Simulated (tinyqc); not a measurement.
Orbital energy against energy difference: ionisation energy by orbital energies and by energy differences in the 6-31g basis, for HF, spin multiplicity 1. Computed by the program tinyqc with PySCF. The cation is unrestricted; errors are against CCSD(T) in this basis, not against experiment.

Geometry (angstrom):

| atom | x | y | z |
|---|---|---|---|
| F | 0.0000 | 0.0000 | 0.0000 |
| H | 0.0000 | 0.0000 | 0.8630 |

CCSD(T) difference in the same basis = 15.5212 eV

IP-EOM-CCSD = 15.2141 eV

First vertical ionisation energy (eV):

| method | -e(HOMO) | E(cation) - E | error of -e(HOMO) | error of the difference |
|---|---|---|---|---|
| HF | 17.305 | 14.48788 | 1.783 | -1.033 |
| LDA | 8.424 | 16.34826 | -7.097 | 0.827 |
| PBE | 8.315 | 15.94908 | -7.206 | 0.428 |
| B3LYP | 10.403 | 16.02158 | -5.119 | 0.500 |
| PBE0 | 10.852 | 15.90363 | -4.669 | 0.382 |
| CAM-B3LYP | 12.355 | 16.00990 | -3.166 | 0.489 |
| LC-wPBE | 13.682 | 16.06985 | -1.840 | 0.549 |

What does the comparison show, and why?

Koopmans errs by +1.78 eV and Delta-HF by -1.03 eV: relaxation, 2.82 eV, lowers the value and the missing correlation difference works against it. The PBE level is off by -7.2 eV through the wrong tail of its potential, though its energy difference is off by +0.43 eV; exact exchange deepens the level, and among the orbital energies HF comes closest; among the differences PBE0 does.
